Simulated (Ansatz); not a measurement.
BSiH2 (H-bridged), doublet in cc-pVDZ: errors against RCCSDTQ

Geometry: a PBE0/def2-TZVP stationary point for this spin, not checked as a minimum.

```xyz
4

Si    0.0000   -0.0053    0.5948
B     0.0000   -0.0779   -1.2479
H     0.0000    1.1505   -0.7602
H     0.0000   -0.1670   -2.4296
```

Basis cc-pVDZ; Ansatz 0.2.0. Only valence electrons are correlated (noble-gas cores frozen), which leaves 9 electrons in 36 orbitals. R marks a restricted (for open shells ROHF) determinant, U an unrestricted one. Active spaces: valence = (9e, 10o) chosen from the atoms' valence shells; pair = (3e, 3o) about the gap.

Full CI isn't at hand for all of this; RCCSDTQ serves as the reference, and is uncertain by the last step of the cluster series or more. The frozen core follows each run's orbitals, which can shift R against U totals by a few meV.

For open shells CISD is restricted-active-space CI with the open shells as a complete middle space.

The UHF ⟨S²⟩ is 0.763. The T1 diagnostic (RCCSD) is 0.0201, the largest doubles amplitude (RCCSD) is 0.063 and the T1 diagnostic (UCCSD) is 0.0206.

Question: From what is known of these methods and the diagnostics, rank them by the size of their error in total energy against RCCSDTQ in cc-pVDZ, smallest first (an estimate: the text doesn't fix the numbers).
A. MRCISD (valence space)
B. CASSCF (pair space)
C. UCCSD
D. RCCSDT(Q)
E. RCCSD(T)

Answer: D (0.1 kJ/mol), E (4.6 kJ/mol), A (19.0 kJ/mol), C (23.2 kJ/mol), B (493.4 kJ/mol).

All errors are against RCCSDTQ in cc-pVDZ. Within each family the higher level lies nearer, as is usual though not guaranteed.

Natural occupations of CASSCF (valence space) about the gap: 1.981 1.978 1.954 1.936 0.991 0.051 0.038 0.029 0.023 0.018; effectively unpaired electrons, Σ n²(2−n)², 1.05.
